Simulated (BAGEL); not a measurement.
# C2HF3O (SMILES FC1OC1(F)F): RI-MP2/6-31G(d) (density fitting with qzvpp-jkfit, spherical functions)

Aim: the energy change on altering one bond length of C2HF3O at RI-MP2/6-31G* (density fitting with qzvpp-jkfit, spherical functions), from 2 runs. 

The calculation is run with BAGEL 1.2.2.

1 further run of the same task is left out (set aside as unsound or not needed).

## Step 1: The structure to begin with

C2HF3O has 7 atoms, charge 0, and is taken as a singlet. SMILES: `FC1OC1(F)F`. Geometry: relaxed at PBE0-D4/def2-TZVP.

Bond lengths: F1–C2 1.334 Å, C2–O3 1.424 Å, C2–C4 1.445 Å, O3–C4 1.366 Å, C4–F5 1.322 Å, C4–F6 1.326 Å, C2–H7 1.086 Å. Some angles: F1–C2–O3 115.2°, F1–C2–C4 119.8°, O3–C2–C4 56.8°, C2–O3–C4 62.4°, C2–C4–O3 60.8°, C2–C4–F5 121.9°, C2–C4–F6 123.1°, O3–C4–F5 116.9°, O3–C4–F6 116.4°, F5–C4–F6 109.4°.

## Step 2: The energy at RI-MP2/6-31G(d) (density fitting with qzvpp-jkfit, spherical functions)

calc.json

```json
{ "bagel": [

{
  "title": "molecule",
  "basis": "6-31gs.json",
  "df_basis": "qzvpp-jkfit",
  "angstrom": "true",
  "geometry": [
    { "atom": "F", "xyz": [   -0.633400,   -1.685800,    0.231100 ] },
    { "atom": "C", "xyz": [   -0.181400,   -0.473900,    0.556500 ] },
    { "atom": "O", "xyz": [    1.148600,   -0.190200,    0.135600 ] },
    { "atom": "C", "xyz": [    0.132100,    0.478800,   -0.484100 ] },
    { "atom": "F", "xyz": [   -0.069200,    0.209600,   -1.763100 ] },
    { "atom": "F", "xyz": [    0.091600,    1.791700,   -0.299600 ] },
    { "atom": "H", "xyz": [   -0.427000,   -0.198200,    1.577800 ] }
  ]
},
{ "title": "hf" },
{ "title": "mp2", "ncore": 6 }

]}
```

The basis set 6-31G* is read from a file made from the Basis Set Exchange's data (not shown).

Launch:

```console
$ BAGEL_NUM_THREADS=1 BAGEL calc.json > calc.out
```

Log:

```text
* using 1 threads per process

  ===============================================================
  ===============================================================

  *** Geometry ***

  { "atom" : "F", "xyz" : [     -1.196953,     -3.185700,      0.436716 ] },
  { "atom" : "C", "xyz" : [     -0.342796,     -0.895541,      1.051633 ] },
  { "atom" : "O", "xyz" : [      2.170539,     -0.359426,      0.256247 ] },
  { "atom" : "C", "xyz" : [      0.249633,      0.904801,     -0.914816 ] },
  { "atom" : "F", "xyz" : [     -0.130769,      0.396087,     -3.331776 ] },
  { "atom" : "F", "xyz" : [      0.173099,      3.385822,     -0.566162 ] },
  { "atom" : "H", "xyz" : [     -0.806913,     -0.374544,      2.981610 ] },

  Number of auxiliary basis functions:      476

  Since a DF basis is specified, we compute 2- and 3-index integrals:
    o Being stored without compression. Storage requirement is 0.028 GB

  Number of basis functions:       86
  Number of electrons      :       48

    * METHOD: MOLECULE                             0.24

  *** RHF ***

  === Nuclear Repulsion ===
   258.0907680570

      * DIIS with orbital gradients will be used.

  === RHF iteration (6-31gs.json) ===
      0       -449.13005828          0.02517011           0.07
      1       -449.31546061          0.01749970           0.06
      2       -449.43524442          0.00151097           0.06
      3       -449.43724464          0.00047175           0.06
      4       -449.43740059          0.00017220           0.06
      5       -449.43743063          0.00005859           0.06
      6       -449.43743427          0.00001932           0.06
      7       -449.43743465          0.00000422           0.06
      8       -449.43743466          0.00000184           0.06
      9       -449.43743467          0.00000064           0.10
     10       -449.43743467          0.00000022           0.06
     11       -449.43743467          0.00000010           0.06
     12       -449.43743467          0.00000003           0.06
     13       -449.43743467          0.00000001           0.06
     14       -449.43743467          0.00000000           0.06
    * SCF iteration converged.

    * Permanent dipole moment:
           (    0.498902,    -0.158262,    -0.660830) a.u.

    * METHOD: HF                                   1.13

  *** RHF ***

  === Nuclear Repulsion ===
   258.0907680570

      * DIIS with orbital gradients will be used.

  === RHF iteration (6-31gs.json) ===
      0       -449.43743467          0.00000000           0.06
    * SCF iteration converged.

    * Permanent dipole moment:
           (    0.498902,    -0.158262,    -0.660830) a.u.

  === DF-MP2 calculation ===

    * freezing 6 orbitals
    * 3-index integral transformation done
    * assembly done

      MP2 correlation energy:   -0.9295257196      0.05

      MP2 total energy:       -450.3669603858

    * METHOD: MP2                                  0.19

  ===============================================================
```

It took 1.8 s on 1 thread of AMD EPYC 7B13 (Zen 3), shared host; peak memory 0.12 GiB.

## Step 3: The distorted shape, same level

job.json

```json
{ "bagel": [

{
  "title": "molecule",
  "basis": "6-31gs.json",
  "df_basis": "qzvpp-jkfit",
  "angstrom": true,
  "geometry": [
    { "atom": "F", "xyz": [   -0.627324,   -1.882753,    0.203422 ] },
    { "atom": "C", "xyz": [   -0.175324,   -0.670853,    0.528822 ] },
    { "atom": "O", "xyz": [    1.154676,   -0.387153,    0.107922 ] },
    { "atom": "C", "xyz": [    0.138176,    0.281847,   -0.511778 ] },
    { "atom": "F", "xyz": [   -0.063124,    0.012647,   -1.790778 ] },
    { "atom": "F", "xyz": [    0.091600,    1.791700,   -0.299600 ] },
    { "atom": "H", "xyz": [   -0.420924,   -0.395153,    1.550122 ] }
  ]
},
{ "title": "hf" },
{ "title": "mp2", "ncore": 6 }

]}
```

The basis set 6-31G* is read from a file made from the Basis Set Exchange's data (not shown).

Launch:

```console
$ BAGEL_NUM_THREADS=1 BAGEL job.json > job.out
```

Log:

```text
* using 1 threads per process

  ===============================================================
  ===============================================================

  *** Geometry ***

  { "atom" : "F", "xyz" : [     -1.185471,     -3.557888,      0.384412 ] },
  { "atom" : "C", "xyz" : [     -0.331314,     -1.267728,      0.999329 ] },
  { "atom" : "O", "xyz" : [      2.182021,     -0.731613,      0.203943 ] },
  { "atom" : "C", "xyz" : [      0.261115,      0.532614,     -0.967120 ] },
  { "atom" : "F", "xyz" : [     -0.119287,      0.023899,     -3.384080 ] },
  { "atom" : "F", "xyz" : [      0.173099,      3.385822,     -0.566162 ] },
  { "atom" : "H", "xyz" : [     -0.795431,     -0.746731,      2.929306 ] },

  Number of auxiliary basis functions:      476

  Since a DF basis is specified, we compute 2- and 3-index integrals:
    o Being stored without compression. Storage requirement is 0.028 GB

  Number of basis functions:       86
  Number of electrons      :       48

    * METHOD: MOLECULE                             0.24

  *** RHF ***

  === Nuclear Repulsion ===
   251.2716789912

      * DIIS with orbital gradients will be used.

  === RHF iteration (6-31gs.json) ===
      0       -449.06499592          0.02641006           0.07
      1       -449.25214455          0.01945043           0.06
      2       -449.40494567          0.00164989           0.06
      3       -449.40761692          0.00050470           0.06
      4       -449.40782925          0.00019332           0.07
      5       -449.40787599          0.00006690           0.06
      6       -449.40788118          0.00002472           0.06
      7       -449.40788181          0.00000604           0.06
      8       -449.40788184          0.00000262           0.06
      9       -449.40788185          0.00000113           0.10
     10       -449.40788185          0.00000041           0.06
     11       -449.40788185          0.00000016           0.06
     12       -449.40788185          0.00000007           0.06
     13       -449.40788185          0.00000003           0.06
     14       -449.40788185          0.00000001           0.06
     15       -449.40788185          0.00000001           0.06
    * SCF iteration converged.

    * Permanent dipole moment:
           (    0.472562,     0.223887,    -0.656604) a.u.

    * METHOD: HF                                   1.20

  *** RHF ***

  === Nuclear Repulsion ===
   251.2716789912

      * DIIS with orbital gradients will be used.

  === RHF iteration (6-31gs.json) ===
      0       -449.40788185          0.00000000           0.06
    * SCF iteration converged.

    * Permanent dipole moment:
           (    0.472562,     0.223887,    -0.656604) a.u.

  === DF-MP2 calculation ===

    * freezing 6 orbitals
    * 3-index integral transformation done
    * assembly done

      MP2 correlation energy:   -0.9421643869      0.05

      MP2 total energy:       -450.3500462365

    * METHOD: MP2                                  0.19

  ===============================================================
```

Wall time 1.9 s (1 thread of AMD EPYC 7B13 (Zen 3), shared host); peak memory 0.12 GiB.

## Step 4: Results

At RI-MP2/6-31G* (density fitting with qzvpp-jkfit, spherical functions), 6 core orbitals frozen:

| quantity | value |
| --- | --- |
| first shape: total energy | -450.36696 Eh |
| first shape: correlation energy (6 core orbitals frozen) | -929.5 mEh |
| distorted shape: total energy | -450.35005 Eh |
| distorted shape: correlation energy (6 core orbitals frozen) | -942.2 mEh |
| energy change with the C4–F6 bond stretched from 1.326 to 1.525 Å | 0.460 eV |

**Reading.** With the C4–F6 bond stretched from 1.326 to 1.525 Å the energy rises by 0.46 eV (10.6 kcal/mol). The first shape isn't relaxed at this level, so the change isn't measured from a minimum.
